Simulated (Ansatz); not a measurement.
# Tin, alpha-Sn (diamond): convergence with the k-point mesh

Computed with Ansatz, PBE, scalar-relativistic PAW, on the relaxed cell (a = 6.658 Å; spin not included). Errors count from a run at 420 eV on a Γ-centred 14×14×14 mesh with Fermi-Dirac smearing of 0.1 eV, extrapolated to zero width. Fixed here: cutoff 420 eV, Fermi-Dirac width 0.1 eV. The SCF starts from atomic densities corrected by a trained network.

| k-mesh | E(σ→0) error (meV/atom) | P (GPa) | SCF iterations |
| --- | --- | --- | --- |
| 2×2×2 | 945.9 | 7.35 | 6 |
| 2×2×2 | 945.9 | 7.35 | 6 |
| 3×3×3 | 259.4 | 1.69 | 6 |
| 5×5×5 | 36.2 | 0.19 | 6 |
| 7×7×7 | 8.2 | 0.05 | 7 |
| 9×9×9 | 2.0 | 0.01 | 7 |
| 12×12×12 | 0.1 | -0.02 | 7 |

What does the run at 4×4×4 give (k-mesh)?

E(σ→0) error (meV/atom): 87.1; P (GPa): 0.51; SCF iterations: 6.

Within 5 meV/atom of the last row: from 9×9×9 on.
